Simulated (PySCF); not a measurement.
These 3 structures share the formula C2H3F3O. Computed with PBE0-D3(BJ)/def2-SVP geometry optimisation, gas phase in PySCF. Energies are electronic, without zero-point or thermal terms, for one conformer each. No frequencies were run at this level. Point groups hold within 0.08 Å.

Question: Order them by energy at this level, lowest first, and give relative energies in kJ/mol.
A. `[OH:1][CH2:2][C:3]([F:4])([F:5])[F:6]` with H–O1–C2–C3 -61°
B. `[F:1][CH2:2][O:3][CH:4]([F:5])[F:6]` with F1–C2–O3–C4 -71°, C2–O3–C4–F5 -72°
C. `O(C)C(F)(F)F` (trifluoromethoxymethane)

Answer: C (0.0), A (15.7), B (48.7).

```
    SMILES      E (Eh)  E rel (kJ/mol)  dipole (D)  point group     A, B, C (MHz)
COC(F)(F)F  -451.99015             0.0        2.39            –  5501, 3088, 3065
OCC(F)(F)F  -451.98418            15.7        1.59            –  5361, 2863, 2832
  FCOC(F)F  -451.97162            48.7        1.62           C1  7229, 2229, 1993
```

Question: As an exercise, what shares would exp(−E/RT) give at 1000 K from these electronic energies alone (no entropy, no degeneracies)?

Answer: RT = 8.314 kJ/mol: COC(F)(F)F 86.6 %, OCC(F)(F)F 13.1 %, FCOC(F)F 0.2 %.
